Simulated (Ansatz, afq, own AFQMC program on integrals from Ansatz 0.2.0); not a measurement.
Where AFQMC and coupled cluster stand for AuCH3, singlet

| atom | x (Å) | y (Å) | z (Å) |
| --- | --- | --- | --- |
| C | -1.0901 | 1.3390 | -0.6749 |
| Au | 0.1640 | -0.1146 | -0.0718 |
| H | -2.0861 | 0.8931 | -0.8059 |
| H | -0.7103 | 1.7402 | -1.6250 |
| H | -1.1056 | 2.1158 | 0.1024 |

Connectivity, by distances: CH3–Au.

Basis def2-TZVP with its core potentials. Only valence electrons are correlated. AFQMC by an in-house program on the Cholesky factors that Ansatz 0.2.0 writes for its CCSD(T) run. The CISD trial takes its coefficients from CCSD amplitudes. Released means that phaseless walkers are propagated on without the constraint, phases kept. Error bars are statistical, one sigma. No spin–orbit coupling. The metal's outer-core s and p shells are frozen, which shifts wave-function levels against functionals.

Determinant: RHF, the one that the program's search chose, which needn't be the lowest solution. The geometry is a PBE0/def2-SVP stationary point of this or a neighbouring charge and spin state.

No full CI on the walks' own integrals is used here; CCSDT(Q) serves as the reference and is uncertain by about the last step of the cluster series.

Cautions: no spin-orbit coupling; outer-core shells of the metal frozen.

* T1 diagnostic: 0.0225
* weight of the determinant in the CISD state: 0.842
* size of the correlated space: 18 electrons in 84 orbitals

```
  level  correlation energy (eV)
    MP2                 -13.6906
   CCSD                 -13.4455
CCSD(T)                 -13.8772
```

Estimate where phaseless AFQMC with a CISD trial lies against CCSD(T) on the same integrals.

2.5 ± 0.7 kJ/mol below CCSD(T).

Reference: CCSDT(Q), correlation energy -13.905 eV. The released energy is read at 1.80 1/Eh, later times being too noisy (meV from the phaseless value at times in 1/Eh: -3 ± 6 at 0.24, -2 ± 6 at 0.60, 13 ± 8 at 1.20, 10 ± 9 at 1.80, -10 ± 17 at 2.60).

```json
{"level": "CCSD(T)", "E − E(reference) (kJ/mol)": "2.7", "share of correlation (%)": "99.80"}
{"level": "CCSDT", "E − E(reference) (kJ/mol)": "2.5", "share of correlation (%)": "99.82"}
{"level": "ph-AFQMC/CISD", "E − E(reference) (kJ/mol)": "0.1 ± 0.7", "share of correlation (%)": "99.99"}
{"level": "released AFQMC", "E − E(reference) (kJ/mol)": "1.1 ± 0.9", "share of correlation (%)": "99.92"}
```

A walk keeps the symmetry of its determinant, which the program's search chose and which needn't be the lowest solution, so a lower state of the same spin and another symmetry isn't excluded. Released energies are given only where the last usable release times agree within the noise; a slower fall can still hide under it.
